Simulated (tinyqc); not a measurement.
The basis set: RHF and MP2 along a ladder of basis sets, for H2F+, spin multiplicity 1. Computed by the program tinyqc with PySCF. Same geometry throughout; the dipole is taken about the origin.

Geometry (angstrom):

| atom | x | y | z |
|---|---|---|---|
| F | 0.0000 | 0.0000 | 0.0000 |
| H | 0.0000 | 0.7550 | 0.5470 |
| H | 0.0000 | -0.7340 | 0.5310 |

RHF and frozen-core MP2 in a ladder of bases:

| basis | functions | E(RHF) (hartree) | E(MP2 corr) (hartree) | HOMO (eV) | LUMO (eV) | dipole (debye) |
|---|---|---|---|---|---|---|
| sto-3g | 7 | -98.855439 | -0.029081 | -29.3739 | 1.2051 | 2.9627 |
| 3-21g | 13 | -99.657315 | -0.128849 | -31.0085 | -3.6136 | 3.3666 |
| 6-31g | 13 | -100.160985 | -0.130269 | -31.2329 | -4.4139 | 3.3915 |
| 6-31g** | 24 | -100.210529 | -0.183693 | -31.0764 | -3.9901 | 2.9349 |
| cc-pvdz | 24 | -100.214486 | -0.206096 | -31.1056 | -4.4216 | 2.8814 |
| aug-cc-pvdz | 41 | -100.221993 | -0.216423 | -31.1455 | -5.4248 | 2.8359 |
| cc-pvtz | 58 | -100.253698 | -0.269700 | -31.1489 | -4.8286 | 2.8396 |

What does the comparison show, and why?

From cc-pVDZ to cc-pVTZ the RHF energy falls by 39.2 mhartree and the correlation energy by 63.6. If valence correlation converges as X^-3, (27 E(T) - 8 E(D))/19 gives -0.2965 hartree, a rough estimate from such small X that usually falls short; STO-3G holds about 10 % of it. Beyond STO-3G the LUMO moves by 1.8 eV and the HOMO by 0.2 eV.
